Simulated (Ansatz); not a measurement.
**Cobalt, hcp: convergence with Fermi-Dirac smearing**

Computed with Ansatz, LDA, scalar-relativistic PAW, on the relaxed cell (a = 2.427 Å, c = 3.923 Å (c/a = 1.616); ferromagnetic, net 1.51 μB per atom). Errors count from a run at 420 eV on a Γ-centred 24×24×13 mesh with Fermi-Dirac smearing of 0.05 eV, extrapolated to zero width. Fixed here: cutoff 420 eV, mesh 15×15×8.

| width (eV) | E(σ→0) error (meV/atom) | F error (meV/atom) | P (GPa) | sphere moment (μB) | SCF iterations |
| --- | --- | --- | --- | --- | --- |
| 0.01 | 0.8 | 0.7 | 0.42 | 1.58 | 14 |
| 0.03 | 0.8 | -0.3 | 0.25 | 1.57 | 13 |
| 0.1 | 3.0 | -14.3 | -0.13 | 1.53 | 14 |
| 0.3 | 44.5 | -203.1 | -3.59 | 0.83 | 16 |
| 0.6 | -44.5 | -925.4 | 4.99 | 0.00 | 20 |
| 1.0 | -336.5 | -2317.8 | 22.74 | 0.00 | 18 |

Q: What does the run at 0.2 give (width)?

A: E(σ→0) error (meV/atom): 15.5; F error (meV/atom): -76.1; P (GPa): -1.79; sphere moment (μB): 1.31; SCF iterations: 13.
